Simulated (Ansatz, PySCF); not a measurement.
System: C2HF3N, charge 1, multiplicity 1. It need not be the lowest isomer of its formula. 
Geometry from a B3LYP-D3(BJ)/def2-TZVP (Ansatz, a quantum-chemistry and plane-wave program) optimisation:
```xyz
7

C     -0.0016    -0.0002    -0.4600
C      0.0038     0.0005     1.0998
F     -0.0219     1.2533    -0.8417
F      1.0923    -0.6108    -0.8447
F     -1.0791    -0.6437    -0.8372
N      0.0077     0.0010     2.2322
H      0.0112     0.0015     3.2478
```
Charge +1, spin multiplicity 1.

Total electronic energies in hartree. Cores are frozen in the correlated levels unless marked. Spin-orbit coupling is left out. No relativistic terms. Basis-set limits of correlation are two-point, X^-3; Hartree-Fock from the larger set. The bracket is a focal-point correction in the basis named.

```
level                                                     program  energy (Eh)
-------------------------------------------------  --------------  -----------
HF/6-31G*                                                  Ansatz   -428.74791
HF/cc-pVDZ                                                 Ansatz   -428.77051
RI-HF/cc-pVTZ                                              Ansatz   -428.91329
BLYP/def2-TZVPD                                            Ansatz   -430.86972
revPBE-D3(BJ)/def2-TZVPD                           Ansatz + dftd3   -430.79656
B3LYP/def2-TZVPD                                           Ansatz   -430.91381
PBE0/def2-SVP                                              Ansatz            ?
PBE0-D4/def2-TZVP                                  Ansatz + dftd4   -430.48397
TPSSh-D3(BJ)/def2-TZVPD                             PySCF + dftd3   -430.91334
TPSSh-D4/def2-TZVPD                                 PySCF + dftd4   -430.91360
r2SCAN0/def2-TZVPD                                         Ansatz   -430.66109
wB97M-V/def2-TZVPD                                         Ansatz   -430.81521
MP2/6-31G                                                  Ansatz   -429.22096
CCSD(T)/STO-3G                                             Ansatz   -423.23616
RI-MP2/CBS(cc-pVTZ,cc-pVQZ)+[CCSD(T)-MP2]/cc-pVTZ          Ansatz    -430.3978
```

Question: What belongs in the gaps?

Answer: 
- PBE0/def2-SVP, energy (Eh): -429.97121
